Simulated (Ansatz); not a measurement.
Mulliken charges of C₂HNO, SMILES `N=C=C=O` from r2SCAN/def2-TZVPP in Ansatz (PBE0-D4/def2-TZVP geometry).

| atom | x (Å) | y (Å) | z (Å) | charge (e) |
| --- | --- | --- | --- | --- |
| N1 | 0.094 | 1.214 | 0.465 | -0.222 |
| C2 | -0.038 | 0.157 | -0.191 | -0.108 |
| C3 | 0.052 | -1.177 | 0.052 | 0.274 |
| O4 | 0.010 | -2.299 | -0.236 | -0.141 |
| H5 | -0.068 | 2.031 | -0.131 | 0.198 |

Q: By hand: the dipole of these point charges (1 e Å = 4.8032 D).

A: Σ q r = (-0.017, 0.117, -0.061) e Å, of length 0.133 e Å = 0.64 D.

Q: How does the dipole of the full density compare? (An estimate is asked.)

A: Ansatz gave: (-0.035, 0.252, -0.121) e Å, 1.35 D; the point charges give 0.47 times that, at 2° from its direction.

Point charges leave out the atoms' own dipoles, such as those of lone pairs, and Mulliken's split depends on the basis, so the two needn't agree.
